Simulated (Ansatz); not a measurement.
# BFH₂N radical (SMILES N[B]F): one structure at several levels

One table from this session's results is given with a row withheld; the runs are named, their logs left out.

Computed with Ansatz 0.2.0, Gaussian basis. Level: single points in def2-TZVPP.

Correlated methods freeze the cores. Orbitals are unrestricted.

### Starting geometry

SMILES `N[B]F`, 5 atoms, charge 0, spin multiplicity 2.

Atoms are counted from 1 here; the program's logs count them from 0.

Bond lengths: N1–B2 1.454 Å, N1–H4 1.030 Å, N1–H5 0.963 Å, B2–F3 1.462 Å. Angles: B2–N1–H4 121.6°, B2–N1–H5 121.8°, H4–N1–H5 116.6°, N1–B2–F3 118.6°.

As a file:

```xyz
5
BFH2N
N    -0.35040    0.30810   -0.33430
B     0.21540   -0.96470    0.08230
F     1.25440   -0.96540    1.11070
H    -1.05960    0.36570   -1.07870
H    -0.07580    1.14020    0.06470
```

Set-up of the first run:

run/in.yaml

```yaml
crystal:
  periodic: [false, false, false]
  atoms:
    - {symbol: N, position_ang: [-0.350400, 0.308100, -0.334300]}
    - {symbol: B, position_ang: [0.215400, -0.964700, 0.082300]}
    - {symbol: F, position_ang: [1.254400, -0.965400, 1.110700]}
    - {symbol: H, position_ang: [-1.059600, 0.365700, -1.078700]}
    - {symbol: H, position_ang: [-0.075800, 1.140200, 0.064700]}
basis:
  gaussian: {orbitals: def2-TZVPP}
magnetization: {spin_polarized: true, initial_magnetization: 1}
correlation: {method: ccsd_t}
scf: {omitted_lower_state_checks: [cluster_reference]}
output: {forces: true}
```

No record of the launch command was kept for these runs.

Among the steps run: CCSD(T)/def2-TZVPP; PBE0-D4/def2-TZVPP; wB97M-V/def2-TZVPP; r2SCAN-D4/def2-TZVPP; PBE-D4/def2-TZVPP; CAM-B3LYP-D4/def2-TZVPP; r2SCAN0-D4/def2-TZVPP.

One of the session's tables, all rows but one given; the rest of the session is left out.

| method | RMS force component (eV/Å) | angle to CCSD(T) forces (°) | dipole (D) |
| --- | --- | --- | --- |
| CCSD(T) | 1.855 | reference | 2.85 |
| PBE0-D4 | ? | ? | ? |
| wB97M-V | 1.887 | 2.3 | 2.82 |
| r2SCAN-D4 | 1.856 | 2.2 | 2.84 |
| PBE-D4 | 1.819 | 6.4 | 2.82 |
| CAM-B3LYP-D4 | 1.941 | 3.2 | 2.86 |
| r2SCAN0-D4 | 1.952 | 3.9 | 2.87 |

Q: Estimate the row for PBE0-D4 from the others.

As computed: RMS force component (eV/Å): 1.929; angle to CCSD(T) forces (°): 2.4; dipole (D): 2.86. In the column «RMS force component (eV/Å)» it lies between wB97M-V (1.887) and CAM-B3LYP-D4 (1.941).
